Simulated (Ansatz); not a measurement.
Input for Ansatz (development build ahead of 0.2.0):

```yaml
crystal:
  periodic: [false, false, false]
  atoms:
    - { symbol: Na, position_ang: [0.0, 0.0, -0.14516] }
    - { symbol: H, position_ang: [0.0, 0.0, 1.5968] }
basis:
  gaussian: { orbitals: cc-pVTZ }
hamiltonian:
  xc: hf
correlation:
  method: mp2
  frozen_orbitals: { H: 0, Na: 1 }
```

The input is written out in the form of the current development build from the run's settings.

Output:

- Converged: yes
- Reference energy: -162.38750 hartree
- Correlation energy: -0.03899 hartree
- Total energy: -162.42649 hartree
- Spin squared of the determinant: 0.000
